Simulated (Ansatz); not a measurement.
Compare A (`NC1(F)C=C1`) with its isomer B (`N=C1CC1F`).

Gas-phase electronic energies from Ansatz, PBE0-D4/def2-TZVP geometries. CBS: MP2 limit from def2 TZ/QZ plus the TZ coupled-cluster correction, frozen cores. Functionals use def2-TZVPP. B3LYP here is the variant with VWN-RPA as its local correlation; programs differ in this. One conformer a species, not always the lowest.

(1) Which is lower in electronic energy at CCSD(T)/CBS, and by how much? (An estimate is asked.)

(2) Give E(B) − E(A) in kJ/mol with LDA (SPW92), CCSD(T)/def2-SVP, PBE0-D4, B3LYP, PBE-D4, BLYP-D4, HF/def2-TZVPP. (An estimate is asked.)

(3) Does the order hold for the free energy at 298.15 K (harmonic terms from PBE0-D4)? (Estimate.)

Largest T1 diagnostic: 0.012.

Results:

(1) Computed: B, by 7.6 kJ/mol.

(2) Ansatz gave: LDA (SPW92) -10.2, CCSD(T)/def2-SVP -18.8, PBE0-D4 -14.9, B3LYP -19.0, PBE-D4 -19.6, BLYP-D4 -22.2, HF/def2-TZVPP -15.6. None reverses the order clearly.

(3) The calculation gave: Yes: G(B) − G(A) = -7.0 kJ/mol, for one conformer each.

At CCSD(T), def2-SVP lies −11.2 kJ/mol from the extrapolated value and def2-TZVPP −7.6 kJ/mol. From r2SCAN to r2SCAN0 (25 % exact exchange), in def2-TZVPP and without D4, E(B) − E(A) moves by +4.3 kJ/mol.
